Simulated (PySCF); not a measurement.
H3N, SMILES N.

Geometry optimised at PBE0-D3(BJ)/def2-TZVPD.

Calculation: PySCF with TDDFT-ωB97X/def2-TZVPD.

Vertical excitations; the highest root listed may be one member of a degenerate set. The molecule is in vacuum. State labels are in the subgroup Cs.

Computed UV-visible absorptions:
```
state  symmetry  energy (eV)  λ (nm)      f                    main pairs
-----  --------  -----------  ------  -----  ----------------------------
S1           A'         6.83     181  0.094                HOMO→LUMO 97 %
S2           A'         9.19     135  0.016  HOMO→LUMO+2 (degenerate set)
S3           A"         9.19     135  0.016  HOMO→LUMO+1 (degenerate set)
S4           A"        10.49     118  0.005  HOMO→LUMO+4 (degenerate set)
S5           A'        10.49     118  0.005  HOMO→LUMO+5 (degenerate set)
S6           A'        10.63     117  0.000              HOMO→LUMO+3 95 %
S7           A'        11.57     107  0.141              HOMO→LUMO+6 97 %
S8           A"        11.75     105  0.116  HOMO→LUMO+8 (degenerate set)
S9           A'        11.75     105  0.116  HOMO→LUMO+7 (degenerate set)
S10          A'        12.07     103  0.167              HOMO−1→LUMO 96 %
T1           A'         6.60     188      0                HOMO→LUMO 96 %
T2           A"         8.89     139      0  HOMO→LUMO+1 (degenerate set)
T3           A'         8.89     139      0  HOMO→LUMO+2 (degenerate set)
T4           A'         9.96     124      0              HOMO→LUMO+3 97 %
```
Triplets are in the Tamm–Dancoff approximation, which puts them higher than full response would, so one can lie above its singlet here.
